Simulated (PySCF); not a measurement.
**Core-level binding energies of dichloromethane**

Species: dichloromethane, CH2Cl2.
Bonds: Cl1–C2, C2–Cl3. Hydrogens: H4, H5 on C2.

Computed, not measured: delta-SCF UKS SCAN, pcX-2 on the ionised atom, pcseg-1 elsewhere, spin-free X2C (PySCF). Each binding energy is the total energy of the core-ionised species, with the hole localised on one atom, minus that of the ground state; both are solved self-consistently, so orbital relaxation is included.

Q: Give the core binding energies atom by atom.

A: 
```tsv
atom(s)	bonded to	level	binding energy (eV)	2p1/2 (eV)	count
Cl1/Cl3	C	Cl 2p3/2	206.67	208.33	2
C2	2 Cl and 2 H	C 1s	294.20	–	1
Cl1/Cl3	C	Cl 1s	2829.24	–	2
```

Q: Which photon energy gives electrons from Cl 1s of Cl1/Cl3 a kinetic energy of 150 eV, and what is their de Broglie wavelength?

A: hν = 2829.24 + 150 = 2979.24 eV, recoil neglected; λ = 12.264 Å/√(E/eV) = 1.00 Å.

Q: Which photon wavelength matches the Cl 1s of Cl1/Cl3 threshold?

A: λ = hc/E = 12398.42 eV Å / 2829.24 eV = 4.382 Å.

Atoms equivalent by their bonding share one computed value, that of the first of them. 2p3/2 and 2p1/2 are the ΔSCF energy of one spin-free 2p hole plus the eigenvalues of a spin–orbit and ligand-field matrix of the shell. 2p1/2 minus 2p3/2 (ligand field included): Cl 1.65 eV. Isolated species at its GFN2-xTB geometry, gas phase.

The run took 4.6 s of wall time on Arm Neoverse V2, one thread, no GPU (shared host).
